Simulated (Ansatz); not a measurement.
## Relaxing Zr11Os4

All numbers below come from DFT PBE, scalar-relativistic, plane waves, PAW in Ansatz. Cutoff 420 eV, Γ-centred k mesh, Gaussian smearing, no spin polarisation in the final step.

This is the end of a relaxation of cell and atoms.

```xyz
30
Lattice="0.0000 6.7463 6.7463 6.7463 0.0000 6.7463 6.7463 6.7463 0.0000" Properties=species:S:1:pos:R:3 pbc="T T T"
Zr    6.7463    6.7463   10.7894
Zr    6.7463    2.7031    6.7463
Zr    2.7031    6.7463    6.7463
Zr    6.7463    6.7463    2.7031
Zr    6.7463   10.7894    6.7463
Zr   10.7894    6.7463    6.7463
Zr    5.1719    5.1719    8.3206
Zr    5.1719    8.3206    5.1719
Zr    8.3206    5.1719    5.1719
Zr    8.3206    8.3206    8.3206
Zr    8.3206    8.3206    5.1719
Zr    8.3206    5.1719    8.3206
Zr    5.1719    8.3206    8.3206
Zr    5.1719    5.1719    5.1719
Zr    8.9481    8.9481   11.2907
Zr    8.9481   11.2907    8.9481
Zr   11.2907    8.9481    8.9481
Zr   11.2907   11.2907   11.2907
Zr    4.5444    4.5444    2.2018
Zr    4.5444    2.2018    4.5444
Zr    2.2018    4.5444    4.5444
Zr    2.2018    2.2018    2.2018
Os    0.0000    0.0000    0.0000
Os    6.7463    6.7463    6.7463
Os    3.3731    3.3731    0.0000
Os    3.3731    6.7463    3.3731
Os    6.7463    3.3731    3.3731
Os    3.3731    3.3731    6.7463
Os    3.3731    0.0000    3.3731
Os    0.0000    3.3731    3.3731
```

Formation energies are uncorrected and refer to the elements' standard structures at the same level.

Question: What space group does it have?

Answer: Fm-3m (No. 225). Conventional cell: a = 13.493 Å. Zr on Wyckoff site e (6 atoms of the primitive cell) is coordinated by 1 Os at 2.70 Å; Zr on Wyckoff site f (8 atoms of the primitive cell) is coordinated by 1 Os at 2.73 Å, 3 Os at 2.99 Å and 9 Zr at 3.10–3.32 Å; around Zr on Wyckoff site f (8 atoms of the primitive cell) lie 3 Os at 2.76 Å and 9 Zr at 3.10–3.31 Å; Os on Wyckoff site a (1 atom of the primitive cell) has 6 Zr at 2.70 Å.

Question: What is its formation energy per atom?

Answer: -0.30 eV/atom.

Question: Is it a metal?

Answer: Yes, bands cross the Fermi level on the 6×6×6 mesh.

The final run used a 6×6×6 mesh on its 30-atom cell and 0.10 eV smearing. The k mesh leaves about 4 meV/atom of noise in metals. Spin–orbit coupling is left out.

Cost: 2 runs of about 11 core-minutes in all, on Intel Xeon Platinum 8375C (Ice Lake) (shared hosts).